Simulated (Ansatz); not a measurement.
The input, for Ansatz 0.2.0:

```yaml
crystal:
  periodic: [false, false, false]
  atoms:
    - {symbol: Si, position_ang: [0.000000, -0.071477, 0.000000]}
    - {symbol: H, position_ang: [0.000000, 0.995827, -1.090012]}
    - {symbol: H, position_ang: [0.000000, 0.995827, 1.090012]}
basis:
  gaussian: {orbitals: cc-pVDZ}
correlation: {method: sc_nevpt2, electrons: all, active_space: {window: {electrons: 2, orbitals: 6}, states: [{multiplicity: 1, weights: [1, 1]}], root: 0}}
scf: {lower_state_search: off}
```

```sh
$ ansatz run in.yaml --threads 1 --pin off --events-out ev --progress --plain --max-ram 2393MiB
```

Output:

```
these checks for a lower state are left out or cut short: stability, starts, cluster_reference, orbital_swaps, neighbouring_geometries, increment
516 factors; integrals over basis functions are off by at most 1.9e-7 eV
mean field evaluation 1: about -7891.5034 eV, gradient 7.0e0 eV
mean field evaluation 2: about -7891.5047 eV, gradient 7.0e0 eV
mean field evaluation 4: about -7891.7999 eV, gradient 3.6e-1 eV
mean field evaluation 8: about -7891.8009 eV, gradient 1.4e-4 eV
mean field -7891.80088809 eV, -290.0183333824 hartree, gradient 8.8e-7 eV, S^2 0.000000; 0 other end points of the search recorded, 0 dependent functions left out
reference -7891.80088809 eV, -290.0183333824 hartree; 8, 8 occupied and 20, 20 virtual orbitals, 516 factors
state -7892.50755205 eV, -290.0443028040 hartree
state -7889.48469977 eV, -289.9332150319 hartree
state -7892.50755205 eV, -290.0443028040 hartree; corrected -7894.59618486 eV, -290.1210586442 hartree
state -7889.48469977 eV, -289.9332150319 hartree; corrected -7891.90839207 eV, -290.0222840809 hartree
Total energy: -7894.59618486 eV, -290.1210586442 hartree
Checks for a lower state left out: stability, starts, cluster_reference, orbital_swaps, neighbouring_geometries, increment
```

Natural occupations, averaged over the states: 1.4449 0.5201 0.0137 0.0106 0.0082 0.0026.

Ran on 1 thread of Arm Neoverse V1, shared host: 0.57 s wall, 0.15 GiB peak host memory.
